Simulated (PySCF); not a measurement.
Below is a simulated gas-phase P 2p photoelectron spectrum of `[PH4+]` (phosphonium).

Every computed line was given a Gaussian of 0.7 eV full width at half maximum and an area set by the number of equivalent atoms (split 2:1 within a doublet); the highest printed point is 100. Level of theory: delta-SCF UKS SCAN, pcX-2 on the ionised atom, pcseg-1 elsewhere, spin-free X2C (PySCF 2.14.0).

(binding energy (eV), intensity): (145.4, 0), (145.5, 1), (145.6, 3), (145.7, 7), (145.8, 14), (145.9, 25), (146.0, 42), (146.1, 61), (146.2, 81), (146.3, 95), (146.4, 100), (146.5, 95), (146.6, 82), (146.7, 66), (146.8, 52), (146.9, 45), (147.0, 44), (147.1, 47), (147.2, 50), (147.3, 51), (147.4, 46), (147.5, 38), (147.6, 28), (147.7, 18), (147.8, 11), (147.9, 6), (148.0, 3), (148.1, 1), (148.2, 0), (148.3, 0)

Q: How many maxima does the curve show, and how many computed lines lie under it?

A: The curve has 2 maxima (at 146.4 and 147.3 eV). Under it lie 2 lines from 1 inequivalent phosphorus site, drawn as a 2p3/2, 2p1/2 pair.

Q: Decompose the envelope and assign each component. Numbering: `[PH4+:1]`.

A: 
| position (eV) | relative area | line | atoms | environment |
| --- | --- | --- | --- | --- |
| 146.39 | 0.67 | P 2p3/2 | P1 | phosphonium phosphorus |
| 147.28 | 0.33 | P 2p1/2 | P1 | phosphonium phosphorus |

Q: What are the centre and the root-mean-square width of the whole band?

A: The area-weighted mean of the lines is 146.69 eV. Their own spread about it is 0.42 eV (rms) and each Gaussian has σ = 0.7/2.355 = 0.30 eV; the variances add, which gives 0.51 eV.

No satellites, vibrations or lifetime broadening are included. Spin–orbit and ligand-field terms were added within each 2p shell after the spin-free SCF. 2p1/2 minus 2p3/2 (ligand field included): P 0.89 eV. The species carries charge +1, so core ionisation leaves charge +2. Isolated species at its GFN2-xTB geometry, gas phase.

Time: 2.0 s of wall time. Hardware: one thread, Arm Neoverse V1, shared host.
